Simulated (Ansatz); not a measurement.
# Equilibrium volume per atom of some transition metals, all hcp

Method: BLYP (Ansatz, an electronic-structure program, plane waves, PAW). References are measured values corrected to a static lattice. The table is a random draw of 6 from 9 solids with such references.

Values in Å³/atom.

```json
[
 {"solid": "hcp Ru", "reference": "13.45¶", "BLYP": "14.42", "error (%)": "+7.2"},
 {"solid": "hcp Zr", "reference": "23.18¶", "BLYP": "24.17", "error (%)": "+4.3"},
 {"solid": "hcp Co", "reference": "10.96¶", "BLYP": "11.35", "error (%)": "+3.6"},
 {"solid": "hcp Os", "reference": "13.85¶", "BLYP": "14.90", "error (%)": "+7.6"},
 {"solid": "hcp Hf", "reference": "22.30¶", "BLYP": "23.12", "error (%)": "+3.7"},
 {"solid": "hcp Sc", "reference": "24.77¶", "BLYP": "24.99", "error (%)": "+0.9"}
]
```

Over these 6 solids the mean error is +4.5 %, the mean absolute error 4.5 % (median 4.0 %), and the worst case hcp Os at +7.6 %; the value is too high in 6 of 6 cases. Over all 9, from unrounded values, the mean error is +4.2 % and the mean absolute error 4.2 % (median 3.7 %).

All these references are brought to a static lattice.

Spin–orbit coupling is left out, also for the solids with elements from indium on (hcp Os, hcp Hf); its size isn't shown.

¶ marks references of a special kind: hcp Ru, 13.45 Å³/atom (measured, copied from a table, unchecked, extrapolated to 0 K and zero-point effects removed; as tabulated in Lejaeghere et al. (2013), arXiv:1204.2733); hcp Zr, 23.18 Å³/atom (measured, copied from a table, unchecked, extrapolated to 0 K and zero-point effects removed; as tabulated in Lejaeghere et al. (2013), arXiv:1204.2733); hcp Co, 10.96 Å³/atom (measured, copied from a table, unchecked, extrapolated to 0 K and zero-point effects removed; as tabulated in Lejaeghere et al. (2013), arXiv:1204.2733); hcp Os, 13.85 Å³/atom (measured, copied from a table, unchecked, extrapolated to 0 K and zero-point effects removed; as tabulated in Lejaeghere et al. (2013), arXiv:1204.2733); hcp Hf, 22.30 Å³/atom (measured, copied from a table, unchecked, extrapolated to 0 K and zero-point effects removed; as tabulated in Lejaeghere et al. (2013), arXiv:1204.2733); hcp Sc, 24.77 Å³/atom (measured, copied from a table, unchecked, extrapolated to 0 K and zero-point effects removed; as tabulated in Lejaeghere et al. (2013), arXiv:1204.2733).

Differences are worked out from the printed values.

Ansatz's density-functional and Hartree–Fock values are scalar-relativistic unless marked +SOC, with PAW data made under PBE.

Ansatz's runs of these crystals have no spin polarisation, but for hcp Co.

Density-functional runs with spin start from parallel moments for hcp Co.

Of the class's solids with a reference value and a result at some level, none was set aside. Solids without a released value at any level aren't counted. Cubic solids are told by their lattice constant and aren't counted here. Layered and molecular crystals are counted apart. The metals Ce to Yb are counted apart.

References as tabulated in Lejaeghere et al. (2013), arXiv:1204.2733.
